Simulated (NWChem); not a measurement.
## Correlation energy of Cl (-1)

```xyz
1

Cl     0.0000     0.0000     0.0000
```
Charge -1, spin multiplicity 1.

Program: NWChem.

Basis set: def2-TZVPD. Each correlation energy counts from its own Hartree-Fock reference.

The correlated methods keep 5 core orbitals frozen. Coupled-cluster values serve here as a point of comparison, not as the truth.

```json
[
 {"method": "MP2", "correlation energy (mHa)": "…"},
 {"method": "CCSD(T)", "correlation energy (mHa)": "-225.8"},
 {"method": "SCS-MP2", "correlation energy (mHa)": "…"},
 {"method": "CCSD", "correlation energy (mHa)": "…"},
 {"method": "CCSD+T(CCSD)", "correlation energy (mHa)": "-225.8"},
 {"method": "CR-CCSD[T]", "correlation energy (mHa)": "-224.4"},
 {"method": "CR-CCSD(T)", "correlation energy (mHa)": "-224.3"}
]
```

**Question.** What belongs in the gaps?

**Answer.** 
- MP2, correlation energy (mHa): -200.5
- SCS-MP2, correlation energy (mHa): -196.6
- CCSD, correlation energy (mHa): -216.9
